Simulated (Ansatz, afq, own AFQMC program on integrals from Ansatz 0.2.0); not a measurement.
HCl + Cl, doublet: a scan with AFQMC

```xyz
3

Cl    0.0000    0.0000   -1.5376
H     0.0000    0.0000   -0.2588
Cl    0.0000    0.0000    1.7964
```

A hydrogen atom is moved from one rigid fragment to the other; the Cl1–H2 distance tells how far. The two fragments are held close together, so this isn't a minimum-energy path and the start is a compressed complex. Energies in mEh count from this geometry (1.279 Å) at the same level; the start stands on UHF, each point on the determinant named.

Basis cc-pVTZ. Noble-gas cores (and the filled d shells of Ga–Kr and In–Xe) are frozen. Integrals, coupled cluster, full CI and functionals: Ansatz 0.2.0; the random walks run on the same integrals in our own AFQMC program. The CISD trial takes its coefficients from CCSD amplitudes. Released means that phaseless walkers are propagated on without the constraint, phases kept. Error bars are statistical, one sigma.

Cautions, each for one point or more: the ph-AFQMC/CISD walk drifts between its halves; the search met a lower determinant of the same kind, perhaps of another symmetry; unrestricted determinant slightly spin contaminated.

```tsv
r(Cl1–H2) / Å	det.	T1	weight	⟨S²⟩	CCSD(T)	ph-AFQMC/CISD	released AFQMC	CCSDT(Q)	PBE0	B2PLYP
1.480	UHF	0.010	0.86	0.76	17.7	17.6 ± 0.3	–	17.5	12.5	15.9
1.581	UHF†	0.019	0.84	0.84	27.5	27.5 ± 0.3	27.0 ± 0.5*	26.9	20.3	23.7
1.783	UHF†	0.017	0.84	0.82	25.2	25.1 ± 0.3	24.8 ± 0.6	24.6	18.4	21.7
1.984	UHF	0.008	0.86	0.76	3.1	3.5 ± 0.3	3.4 ± 0.5	3.1	1.8	2.6
```

Weight is that of the determinant in the CISD state; at the start T1 is 0.007 and the weight 0.86, and ⟨S²⟩ is 0.76. An asterisk marks released energies that aren't shown to be converged. A dagger marks points whose determinant fills other symmetries than the start's, so the wave-function levels may follow another state there, or a degenerate partner. A dash marks a missing value, a released energy that hasn't settled or a functional that sits on another state. Largest departures from CCSDT(Q), at the points where its series has closed: CCSD(T) 0.7 mEh at 1.581 (on UHF), ph-AFQMC/CISD 0.7 mEh at 1.581 (on UHF), released AFQMC 0.3 mEh at 1.984 (on UHF) (within the noise), PBE0 -5.0 mEh at 1.480, B2PLYP -1.6 mEh at 1.480. Functionals count only at points shown to share the start's state and spin. In total energy ph-AFQMC/CISD lies 16 ± 6 meV above CCSDT(Q) at the start, so its agreement along the curve rests in part on cancellation.

Some points may be missing: those where a free walk finds a much lower state, and past Zn most of those on another determinant than at the start.

A walk keeps the symmetry of its determinant, which the program's search chose and which needn't be the lowest solution, so a lower state of the same spin and another symmetry isn't excluded.
